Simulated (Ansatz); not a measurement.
**CH6NSi radical: shape, modes and thermochemistry**

The task is to find a stationary geometry of CH6NSi radical, check the end point by its vibrations and derive ideal-gas thermochemistry.

Computed with Ansatz 0.2.0, Gaussian basis. Level: UKS PBE0-D4/def2-TZVP.

Plan: relaxation at PBE-D4/def2-SVP; relaxation at PBE0-D4/def2-TZVP; harmonic vibrations at the same level.

2 further runs of the same task are left out: 1 that didn't finish, 1 set aside as unsound or not needed.

**1. The starting structure**

9 atoms, charge 0, spin multiplicity 2.

Atoms are counted from 1 here; the program's logs count them from 0.

Bond lengths: C1–N2 1.392 Å, C1–H4 1.045 Å, C1–H5 1.128 Å, C1–H6 1.150 Å, N2–Si3 1.693 Å, N2–H7 1.042 Å, Si3–H8 1.415 Å, Si3–H9 1.526 Å. Angles: N2–C1–H4 113.8°, N2–C1–H5 112.6°, N2–C1–H6 113.3°, H4–C1–H5 104.3°, H4–C1–H6 108.7°, H5–C1–H6 103.4°, C1–N2–Si3 123.2°, C1–N2–H7 110.1°, Si3–N2–H7 108.9°, N2–Si3–H8 108.5°, N2–Si3–H9 106.5°, H8–Si3–H9 110.7°.

Geometry (Å):

```
C    -0.42730    0.47030   -0.86060
N     0.71540   -0.03560   -0.24780
Si    0.66810   -1.06930    1.09240
H    -1.07870   -0.26710   -1.21240
H    -0.19110    1.09120   -1.77260
H    -1.01870    1.19470   -0.19180
H     1.39040    0.73490   -0.05680
H    -0.40000   -1.98030    0.91870
H     0.43030   -0.18520    2.31370
```

The start is a force-field geometry with small random shifts, so a cheaper pass at PBE-D4/def2-SVP comes first.

**2. Relaxation at PBE-D4/def2-SVP (cheap first pass)**

Input file in.yaml:

```yaml
crystal:
  periodic: [false, false, false]
  atoms:
    - {symbol: C, position_ang: [-0.427300, 0.470300, -0.860600]}
    - {symbol: N, position_ang: [0.715400, -0.035600, -0.247800]}
    - {symbol: Si, position_ang: [0.668100, -1.069300, 1.092400]}
    - {symbol: H, position_ang: [-1.078700, -0.267100, -1.212400]}
    - {symbol: H, position_ang: [-0.191100, 1.091200, -1.772600]}
    - {symbol: H, position_ang: [-1.018700, 1.194700, -0.191800]}
    - {symbol: H, position_ang: [1.390400, 0.734900, -0.056800]}
    - {symbol: H, position_ang: [-0.400000, -1.980300, 0.918700]}
    - {symbol: H, position_ang: [0.430300, -0.185200, 2.313700]}
basis:
  gaussian: {orbitals: def2-SVP}
magnetization: {spin_polarized: true, initial_magnetization: 1}
hamiltonian: {xc: pbe, dispersion: d4}
relax: {f_tol: 0.03, max_steps: 200}
```

Log, cut to the lines that bear on the results:

```text
Functional definition: PBE
  name "PBE"
  cite "Perdew, Burke & Ernzerhof, Phys. Rev. Lett. 77, 3865 (1996) doi:10.1103/PhysRevLett.77.3865"
  parent pbe
[...]
874 factors; their error is unknown
[...]
mean field -10488.68795734 eV, -385.4521729443 hartree, gradient 7.5e-6 eV, S^2 0.751494; 0 other end points of the search recorded, 0 dependent functions left out
[...]
reference -10488.68799017 eV, -385.4521741505 hartree; 17, 16 occupied and 59, 60 virtual orbitals, 874 factors
relax step   1: F+E_penalty+E_count = -10488.84163866 eV  Δ(F+E_penalty+E_count) = +0.000e0 eV  max|allowed force component| = 3.647e0 eV/Å  Δτ_max = 0.0000 Å  (30 SCF iters, accepted)
[...]
relax step   3: F+E_penalty+E_count = -10489.30002727 eV  Δ(F+E_penalty+E_count) = -9.854e-2 eV  max|allowed force component| = 2.969e-1 eV/Å  Δτ_max = 0.1849 Å  (31 SCF iters, accepted)
[...]
relax step   5: F+E_penalty+E_count = -10489.36668399 eV  Δ(F+E_penalty+E_count) = -1.838e-2 eV  max|allowed force component| = 2.375e-1 eV/Å  Δτ_max = 0.1467 Å  (31 SCF iters, accepted)
[...]
relax step   7: F+E_penalty+E_count = -10489.41196738 eV  Δ(F+E_penalty+E_count) = -2.018e-2 eV  max|allowed force component| = 3.065e-1 eV/Å  Δτ_max = 0.0953 Å  (30 SCF iters, accepted)
[...]
relax step   9: F+E_penalty+E_count = -10489.44403280 eV  Δ(F+E_penalty+E_count) = -5.426e-3 eV  max|allowed force component| = 1.681e-1 eV/Å  Δτ_max = 0.0898 Å  (30 SCF iters, accepted)
[...]
relax step  10: F+E_penalty+E_count = -10489.44665556 eV  Δ(F+E_penalty+E_count) = -2.623e-3 eV  max|allowed force component| = 1.414e-1 eV/Å  Δτ_max = 0.0836 Å  (30 SCF iters, accepted)
[...]
relax step  11: F+E_penalty+E_count = -10489.44785180 eV  Δ(F+E_penalty+E_count) = -1.196e-3 eV  max|allowed force component| = 2.490e-2 eV/Å  Δτ_max = 0.0201 Å  (32 SCF iters, accepted)
874 factors; their error is unknown
[...]
mean field -10489.29897995 eV, -385.4746276109 hartree, gradient 1.7e-5 eV, S^2 0.751567; 1 other end points of the search recorded, 0 dependent functions left out
[...]
reference -10489.29901366 eV, -385.4746288498 hartree; 17, 16 occupied and 59, 60 virtual orbitals, 874 factors
Total energy: -10489.44788552 eV, -385.4800997896 hartree
Atom 0 at    -0.460143     0.551710    -0.991406 Å, force     0.019865     0.007208    -0.016439 eV/Å
Atom 1 at     0.349366     0.372176     0.197680 Å, force     0.003931    -0.024897     0.017146 eV/Å
Atom 2 at     0.690279    -1.172736     0.964372 Å, force     0.016387     0.023908    -0.003432 eV/Å
Atom 3 at    -1.213220    -0.259573    -1.058902 Å, force    -0.014860     0.001766     0.007160 eV/Å
Atom 4 at     0.123291     0.537528    -1.942759 Å, force    -0.000457     0.001263     0.002366 eV/Å
Atom 5 at    -1.015420     1.514795    -0.956739 Å, force    -0.011125    -0.001184    -0.004645 eV/Å
Atom 6 at     1.037829     1.118281     0.338787 Å, force    -0.004481    -0.008433     0.001927 eV/Å
Atom 7 at    -0.644535    -1.881383     1.090414 Å, force    -0.009041     0.001746    -0.004150 eV/Å
Atom 8 at     1.220951    -0.827199     2.341352 Å, force    -0.000220    -0.001376     0.000066 eV/Å
Dipole moment:    -0.003276     0.307790    -0.215682 e Å
```

It took 22 s on 2 threads, shared host.

Step by step:

| step | energy from step 1 (eV) | largest force component (eV/Å) |
| --- | --- | --- |
| 1 | 0.0000 | 3.6470 |
| 2 | -0.3598 | 1.2580 |
| 3 | -0.4584 | 0.2969 |
| 4 | -0.5067 | 0.2773 |
| 5 | -0.5250 | 0.2375 |
| 6 | -0.5501 | 0.4019 |
| 7 | -0.5703 | 0.3065 |
| 8 | -0.5970 | 0.1669 |
| 9 | -0.6024 | 0.1681 |
| 10 | -0.6050 | 0.1414 |
| 11 | -0.6062 | 0.0249 |

Distances of close pairs at the start and the end, largest changes first:

| bond | before (Å) | after (Å) | change (Å) |
| --- | --- | --- | --- |
| Si3–H8 | 1.415 | 1.517 | +0.102 |
| N2–Si3 | 1.693 | 1.758 | +0.065 |
| C1–H4 | 1.045 | 1.109 | +0.064 |
| C1–N2 | 1.392 | 1.450 | +0.058 |
| C1–H6 | 1.150 | 1.112 | -0.037 |
| N2–H7 | 1.042 | 1.025 | -0.017 |
| C1–H5 | 1.128 | 1.116 | -0.012 |
| Si3–H9 | 1.526 | 1.516 | -0.011 |

**3. Optimising with PBE0-D4/def2-TZVP**

Input file in.yaml:

```yaml
crystal:
  periodic: [false, false, false]
  atoms:
    - {symbol: C, position_ang: [-0.460143, 0.551710, -0.991406]}
    - {symbol: N, position_ang: [0.349366, 0.372176, 0.197680]}
    - {symbol: Si, position_ang: [0.690279, -1.172736, 0.964372]}
    - {symbol: H, position_ang: [-1.213220, -0.259573, -1.058902]}
    - {symbol: H, position_ang: [0.123291, 0.537528, -1.942759]}
    - {symbol: H, position_ang: [-1.015420, 1.514795, -0.956739]}
    - {symbol: H, position_ang: [1.037829, 1.118281, 0.338787]}
    - {symbol: H, position_ang: [-0.644535, -1.881383, 1.090414]}
    - {symbol: H, position_ang: [1.220951, -0.827199, 2.341352]}
basis:
  gaussian: {orbitals: def2-TZVP}
magnetization: {spin_polarized: true, initial_magnetization: 1}
hamiltonian: {xc: pbe0, dispersion: d4}
relax: {f_tol: 0.005, max_steps: 150}
```

Log, cut to the lines that bear on the results:

```text
Functional definition: PBE0
  name "PBE0"
  cite "Adamo & Barone, J. Chem. Phys. 110, 6158 (1999) doi:10.1063/1.478522"
  cite "Perdew, Burke & Ernzerhof, Phys. Rev. Lett. 77, 3865 (1996) doi:10.1103/PhysRevLett.77.3865"
  parent pbe
[...]
867 factors; their error is unknown
[...]
mean field -10496.14257614 eV, -385.7261251322 hartree, gradient 4.4e-5 eV, S^2 0.753803; 0 other end points of the search recorded, 0 dependent functions left out
[...]
reference -10496.14260764 eV, -385.7261262897 hartree; 17, 16 occupied and 118, 119 virtual orbitals, 867 factors
relax step   1: F+E_penalty+E_count = -10496.26660215 eV  Δ(F+E_penalty+E_count) = +0.000e0 eV  max|allowed force component| = 7.373e-1 eV/Å  Δτ_max = 0.0000 Å  (30 SCF iters, accepted)
[...]
Total energy: -10496.31510619 eV, -385.7324654944 hartree
Atom 0 at    -0.456806     0.543191    -0.985799 Å, force    -0.000498    -0.000293     0.000657 eV/Å
Atom 1 at     0.350972     0.374280     0.200737 Å, force     0.004185    -0.000619     0.001985 eV/Å
Atom 2 at     0.668291    -1.140230     0.954362 Å, force     0.000068    -0.001057    -0.001113 eV/Å
Atom 3 at    -1.199804    -0.255889    -1.036441 Å, force    -0.000133    -0.000737     0.000060 eV/Å
Atom 4 at     0.125813     0.513906    -1.914618 Å, force     0.000260    -0.000242     0.000247 eV/Å
Atom 5 at    -1.000439     1.492208    -0.954759 Å, force     0.000387     0.000209     0.000086 eV/Å
Atom 6 at     1.016657     1.117945     0.345789 Å, force    -0.003222     0.001891    -0.001831 eV/Å
Atom 7 at    -0.640491    -1.855791     1.065966 Å, force    -0.000587     0.001598    -0.000169 eV/Å
Atom 8 at     1.224205    -0.836022     2.307562 Å, force    -0.000460    -0.000749     0.000076 eV/Å
Dipole moment:     0.000980     0.288227    -0.203474 e Å
```

Run time: 28 s. Hardware: 2 threads, shared host; peak memory 0.27 GiB.

Along the way:

| step | energy from step 1 (eV) | largest force component (eV/Å) |
| --- | --- | --- |
| 1 | 0.0000 | 0.7373 |
| 2 | -0.0406 | 0.4205 |
| 3 | -0.0480 | 0.0566 |
| 4 | -0.0483 | 0.0323 |
| 5 | -0.0484 | 0.0168 |
| 6 | -0.0483 | 0.0479 |
| 7 | -0.0485 | 0.0042 |

Close pairs (by a distance rule), those that changed most:

| bond | before (Å) | after (Å) | change (Å) |
| --- | --- | --- | --- |
| N2–Si3 | 1.758 | 1.721 | -0.037 |
| Si3–H9 | 1.516 | 1.494 | -0.021 |
| Si3–H8 | 1.517 | 1.496 | -0.021 |
| C1–H5 | 1.116 | 1.097 | -0.019 |
| C1–H6 | 1.112 | 1.094 | -0.018 |
| C1–H4 | 1.109 | 1.092 | -0.017 |
| N2–H7 | 1.025 | 1.009 | -0.016 |
| C1–N2 | 1.450 | 1.445 | -0.004 |

Mulliken charges at the end point, from the run's report:

| atom | value (e) |
| --- | --- |
| C1 | -0.27 |
| N2 | -0.38 |
| Si3 | 0.09 |
| H4 | 0.13 |
| H5 | 0.12 |
| H6 | 0.13 |
| H7 | 0.22 |
| H8 | -0.02 |
| H9 | -0.02 |

**4. Vibrations by finite differences**

Input file in.yaml:

```yaml
crystal:
  periodic: [false, false, false]
  atoms:
    - {symbol: C, position_ang: [-0.456806, 0.543191, -0.985799]}
    - {symbol: N, position_ang: [0.350972, 0.374280, 0.200737]}
    - {symbol: Si, position_ang: [0.668291, -1.140230, 0.954362]}
    - {symbol: H, position_ang: [-1.199804, -0.255889, -1.036441]}
    - {symbol: H, position_ang: [0.125813, 0.513906, -1.914618]}
    - {symbol: H, position_ang: [-1.000439, 1.492208, -0.954759]}
    - {symbol: H, position_ang: [1.016657, 1.117945, 0.345789]}
    - {symbol: H, position_ang: [-0.640491, -1.855791, 1.065966]}
    - {symbol: H, position_ang: [1.224205, -0.836022, 2.307562]}
basis:
  gaussian: {orbitals: def2-TZVP}
magnetization: {spin_polarized: true, initial_magnetization: 1}
hamiltonian: {xc: pbe0, dispersion: d4}
phonons: {temperatures: {t_min: 298.15, t_max: 900, t_step: 200}}
```

Log, cut to the lines that bear on the results:

```text
Functional definition: PBE0
  name "PBE0"
  cite "Adamo & Barone, J. Chem. Phys. 110, 6158 (1999) doi:10.1063/1.478522"
  cite "Perdew, Burke & Ernzerhof, Phys. Rev. Lett. 77, 3865 (1996) doi:10.1103/PhysRevLett.77.3865"
  parent pbe
[...]
867 factors; their error is unknown
[...]
mean field -10496.19014686 eV, -385.7278733240 hartree, gradient 7.1e-5 eV, S^2 0.753499; 0 other end points of the search recorded, 0 dependent functions left out
[...]
reference -10496.19017826 eV, -385.7278744777 hartree; 17, 16 occupied and 118, 119 virtual orbitals, 867 factors
[...]
867 factors; their error is unknown
mean field -10496.18997177 eV, -385.7278668896 hartree, gradient 2.8e-6 eV, S^2 0.753495; 0 other end points of the search recorded, 0 dependent functions left out
[...]
reference -10496.19000318 eV, -385.7278680437 hartree; 17, 16 occupied and 118, 119 virtual orbitals, 867 factors
[...]
Atom 1 at     0.350972     0.374280     0.200737 Å, force     0.004202    -0.000607     0.001988 eV/Å
Atom 2 at     0.668291    -1.140230     0.954362 Å, force     0.000059    -0.001050    -0.001131 eV/Å
Atom 3 at    -1.199804    -0.255889    -1.036441 Å, force    -0.000140    -0.000737     0.000056 eV/Å
Atom 4 at     0.125813     0.513906    -1.914618 Å, force     0.000265    -0.000243     0.000239 eV/Å
Atom 5 at    -1.000439     1.492208    -0.954759 Å, force     0.000387     0.000201     0.000083 eV/Å
Atom 6 at     1.016657     1.117945     0.345789 Å, force    -0.003237     0.001874    -0.001832 eV/Å
Atom 7 at    -0.640491    -1.855791     1.065966 Å, force    -0.000584     0.001598    -0.000167 eV/Å
Atom 8 at     1.224205    -0.836022     2.307562 Å, force    -0.000455    -0.000748     0.000087 eV/Å
Dipole moment:     0.000981     0.288226    -0.203472 e Å
Vibrations: 134.05 175.85 257.72 465.22 691.43 730.44 791.43 887.39 1100.91 1137.02 1156.98 1406.22 1455.84 1483.00 1511.91 2146.21 2183.09 3014.34 3074.48 3116.31 3616.24 cm⁻¹, zero-point energy 1.892995 eV
```

Wall time 1.9 min (2 threads, shared host); peak memory 0.27 GiB.

Motions are named by where the mode's potential energy lies. Wavenumbers, unscaled:

| mode | cm⁻¹ | motion |
| --- | --- | --- |
| 1 | 134 | torsion |
| 2 | 176 | torsion |
| 3 | 258 | bend |
| 4 | 465 | torsion |
| 5 | 691 | bend |
| 6 | 730 | bend with torsion |
| 7 | 791 | Si–N stretch with bend |
| 8 | 887 | bend with torsion |
| 9 | 1101 | bend |
| 10 | 1137 | bend |
| 11 | 1157 | C–N stretch |
| 12 | 1406 | bend |
| 13 | 1456 | bend |
| 14 | 1483 | bend |
| 15 | 1512 | bend |
| 16 | 2146 | Si–H stretch |
| 17 | 2183 | Si–H stretch |
| 18 | 3014 | C–H stretch |
| 19 | 3074 | C–H stretch |
| 20 | 3116 | C–H stretch |
| 21 | 3616 | N–H stretch |

Ideal gas, rigid rotor and harmonic oscillator at 298.15 K and 1 bar, with symmetry number 1:

| term | value |
| --- | --- |
| zero-point energy | 43.7 kcal/mol |
| H(298) − E | 47.6 kcal/mol |
| entropy, electronic degeneracy | 5.8 J/(mol K) |
| entropy, translation | 160.0 J/(mol K) |
| entropy, rotation | 97.7 J/(mol K) |
| entropy, vibration | 37.1 J/(mol K) |
| entropy, total | 300.5 J/(mol K) |

**5. What came out**

| quantity | value |
| --- | --- |
| point group | C1 |
| steps | 11 + 7 |
| shift from the start (rms) | 0.606 Å |
| total energy | -10496.3151 eV |
| dispersion term | -125 meV |
| dipole moment | 1.69 D |
| lowest, highest wavenumber | 134, 3616 cm⁻¹ |
| zero-point energy | 43.7 kcal/mol |
| entropy at 298.15 K | 300.5 J/(mol K) |

In words: The relaxed geometry lies 0.61 Å (rms) from the start; the bond that changed most is Si3–H8, from 1.415 to 1.496 Å. No mode is imaginary: a true minimum at this level. The stiffest mode, 3616 cm⁻¹, is an N–H stretch, and 2 modes under 200 cm⁻¹ make the vibrational entropy uncertain. Harmonic hybrid wavenumbers usually lie a few per cent above measured fundamentals. The largest Mulliken charge, -0.38 e, sits on N2.
